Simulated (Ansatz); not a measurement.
Abridged output of a molecular run in Ansatz:

```
Functional definition: HF
1512 factors; integrals over basis functions are off by at most 1.1e-3 eV
mean field evaluation 1: about -9374.2168 eV, gradient 4.7e1 eV
mean field evaluation 2: about -9374.5068 eV, gradient 4.8e1 eV
mean field evaluation 4: about -9379.4286 eV, gradient 6.6e0 eV
mean field evaluation 8: about -9379.5939 eV, gradient 7.8e-1 eV
mean field evaluation 16: about -9379.6018 eV, gradient 1.8e-6 eV
mean field -9379.60181080 eV, -344.6940088244 hartree, gradient 2.0e-6 eV, S^2 0.000000; 1 other end points of the search recorded, 0 dependent functions left out; unrestricted orbitals would lower it
6 core orbitals not correlated: weight in the atoms' cores, before any rotation towards them, 1.000 or more for the frozen orbitals, at most 0.000 for the correlated occupied ones
reference -9379.60181080 eV, -344.6940088244 hartree; 17, 17 occupied and 219, 219 virtual orbitals, 1512 factors
second order -30.92920915 eV of doubles, -0.00000000 eV of singles
cycle   1  -30.70866821 eV  change    2.2e-1 eV  update   1.4e-1
cycle   2  -31.50518350 eV  change   -8.0e-1 eV  update   5.0e-2
cycle   3  -31.75215730 eV  change   -2.5e-1 eV  update   3.0e-2
cycle   4  -31.74166647 eV  change    1.0e-2 eV  update   1.0e-2
cycle   5  -31.72962927 eV  change    1.2e-2 eV  update   6.3e-3
cycle   6  -31.73480993 eV  change   -5.2e-3 eV  update   3.2e-3
cycle   7  -31.73550369 eV  change   -6.9e-4 eV  update   2.1e-3
cycle   8  -31.73482802 eV  change    6.8e-4 eV  update   1.4e-3
cycle   9  -31.73520915 eV  change   -3.8e-4 eV  update   8.1e-4
cycle  10  -31.73595722 eV  change   -7.5e-4 eV  update   4.1e-4
cycle  11  -31.73526221 eV  change    7.0e-4 eV  update   2.1e-4
cycle  12  -31.73548989 eV  change   -2.3e-4 eV  update   1.2e-4
cycle  13  -31.73539716 eV  change    9.3e-5 eV  update   5.8e-5
cycle  14  -31.73543972 eV  change   -4.3e-5 eV  update   3.1e-5
cycle  15  -31.73548652 eV  change   -4.7e-5 eV  update   1.2e-5
cycle  16  -31.73548449 eV  change    2.0e-6 eV  update   5.0e-6
perturbative correction -1.34226116 eV, -0.0493271877 hartree
Total energy: -9412.67955645 eV, -345.9095935562 hartree
```

Its atoms:

Cartesian coordinates in Å:
```
N 1.512 -0.788 -0.094
C 0.625 0.330 0.080
C -0.842 -0.015 0.119
C -1.905 0.957 0.484
F -2.413 1.460 -0.606
O -1.291 -1.134 -0.011
H 1.418 -1.433 0.681
H 1.259 -1.309 -0.925
H 0.770 1.060 -0.728
H 0.868 0.872 1.001
```

Question: Which basis set was used?
A. def2-SVPD
B. def2-TZVPP
C. def2-TZVPPD
D. def2-SVP

Answer: B. It gives 242 functions.

Question: Write the keys of the input that set method, charge and spin (a neutral closed shell needs none for the last two).

Answer: 
```yaml
correlation: {method: ccsd_t}
```
